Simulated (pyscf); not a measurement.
Thermochemistry of product channels of `[NH2][SiH2][Cl]` + `[F]` [doublet] on the doublet surface, in kcal/mol, from ωB97M-D3(BJ)/def2-TZVP energies (ideal gas, 1 atm, RRHO with modes under 100 cm⁻¹ raised to 100, one conformer, R ln 2 for chiral ones without a mode under 150 cm⁻¹). Structures and frequencies: ωB97X-D3(BJ)/def2-SVP in PySCF.

```tsv
products	ΔE	ΔH(298 K)	ΔG(600 K)	ΔG(900 K)
`[NH2][Si]([F])[Cl]` [doublet] + `[H][H]`	___	-70.5	-72.3	-73.6
`[NH][SiH]([F])[Cl]` [doublet] + `[H][H]`	___	-53.6	-54.8	-55.8
```

Q: Complete the blanks.

A: 
- `[NH2][Si]([F])[Cl]` [doublet] + `[H][H]`, ΔE: -68.4
- `[NH][SiH]([F])[Cl]` [doublet] + `[H][H]`, ΔE: -48.9

These are energies of the channels, which say nothing of barriers. Left out: orbital degeneracy and the spin-orbit lowering of F.
